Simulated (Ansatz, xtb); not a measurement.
## Two isomers of C2H5N+

Structure I: the doublet with the links of `[CH2][NH+]=C`. Structure II: the doublet with the links of `[CH2]C=[NH2+]`. Both are isolated ions in the gas phase, relaxed with BLYP-D3(BJ)/def2-SVP; the shapes shown needn't be the lowest conformers.

I (Å):

```
atom    x (Å)    y (Å)    z (Å)
   C  -1.1640   0.1871   0.0228
   C  -0.6513  -2.0065  -0.8569
   N  -0.3944  -0.9106  -0.1158
   H  -0.8081   1.0002   0.6697
   H  -2.1232   0.2383  -0.5134
   H   0.4985  -0.9120   0.4083
   H   0.0851  -2.8214  -0.8627
   H  -1.5872  -2.0546  -1.4329
```

II (Å):

```xyz
8

C    -1.1284    0.2191   -0.0883
C    -0.7378   -1.1252    0.1032
N    -0.4084   -1.9392   -0.8952
H    -1.3883    0.8383    0.7826
H    -1.1809    0.6694   -1.0929
H    -0.6922   -1.5549    1.1177
H    -0.1281   -2.9144   -0.7188
H    -0.4195   -1.6321   -1.8794
```

Task: Which of the two would you expect CCSD(T)/def2-SVP electronic energies to favour?

Result: Structure II; the calculation gives E(II) − E(I) = −0.472 eV.

Level by level:

| level | geometry | E(II) − E(I) (eV) | departure from the last row (eV) | job, with rough time for the two |
| --- | --- | --- | --- | --- |
| GFN2-xTB | GFN2-xTB | −0.193 | +0.279 | optimisation, 0.31 s |
| HF/STO-3G | GFN2-xTB | −0.376 | +0.097 | single point, 1.3 s |
| r2SCAN-D4/def2-SVP | GFN2-xTB | −0.474 | −0.001 | single point, 8.7 s |
| BLYP-D3(BJ)/def2-SVP | BLYP-D3(BJ)/def2-SVP | −0.471 | +0.001 | optimisation, 54 s |
| HF/def2-SVP | BLYP-D3(BJ)/def2-SVP | −0.441 | +0.031 | part of the CCSD(T) run |
| MP2/def2-SVP | BLYP-D3(BJ)/def2-SVP | −0.662 | −0.190 | part of the CCSD(T) run |
| CCSD(T)/def2-SVP | BLYP-D3(BJ)/def2-SVP | −0.472 |  | single point, 26 s |

As drawn, II has 1 C–C, 1 N–H in place of 1 C–N, 1 C–H.

The levels shown agree on the order. The largest departure from CCSD(T)/def2-SVP is that of GFN2-xTB, 0.279 eV. MP2 in a larger basis moves the difference by −0.062 eV, a step that isn't added because spin contamination makes open-shell MP2 unreliable in this search.

With harmonic frequencies from BLYP-D3(BJ)/def2-SVP (ideal gas, rigid rotor, one conformer each, 298.15 K, 1 atm): the zero-point term adds +0.014 eV; ΔH is −0.456 and ΔG −0.479 eV.

Open shells are spin-unrestricted, with notable spin contamination under HF/STO-3G, HF/def2-SVP, MP2/def2-SVP, CCSD(T)/def2-SVP. The correlated steps freeze 3 core orbitals. Run with Ansatz 0.2.0, xtb 6.7.1; the last row on 1 thread of Intel(R) Xeon(R) Processor @ 2.50GHz (Skylake/Cascade Lake) on a shared host.
